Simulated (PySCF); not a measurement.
Converging PH in the basis (r²SCAN)

PySCF, UKS reference; triplet, unpaired electrons π ↑↑; De to P + H without counterpoise correction.

| basis | relativity | functions | Re (Å) | ωe (cm⁻¹) | De (eV) | μ (D) |
| --- | --- | --- | --- | --- | --- | --- |
| def2-SVP | no relativity | 23 | 1.436 | 2359 | 3.19 | 0.69 |
| 6-311G(d,p) | no relativity | 32 | 1.431 | 2364 | 3.20 | 0.67 |
| aug-cc-pV(D+d)Z/aug-cc-pVDZ | no relativity | 41 | 1.436 | 2364 | 3.21 | 0.48 |
| pcseg-2 | no relativity | 48 | 1.428 | 2357 | 3.25 | 0.66 |
| x2c-TZVPPall | spin-free X2C | 56 | 1.427 | 2357 | 3.26 | 0.49 |
| def2-TZVPPD | no relativity | 65 | 1.426 | 2365 | 3.27 | 0.47 |

(1) How does each smaller set differ from the one with most functions, def2-TZVPPD?

A positive dipole means P(−)H(+). The state was picked by a PBE0 search and need not be the measured ground state.

Results:

(1) def2-SVP: +1.0 pm, -0.3 % in ωe, -0.08 eV in De; 6-311G(d,p): +0.5 pm, -0.0 % in ωe, -0.07 eV in De; aug-cc-pV(D+d)Z/aug-cc-pVDZ: +1.0 pm, -0.0 % in ωe, -0.06 eV in De; pcseg-2: +0.2 pm, -0.3 % in ωe, -0.02 eV in De; x2c-TZVPPall: +0.1 pm, -0.3 % in ωe, -0.01 eV in De. All at r²SCAN; the set with most functions is neither the basis-set limit nor always the best. The rows treat relativity differently, so the differences are not basis effects alone.
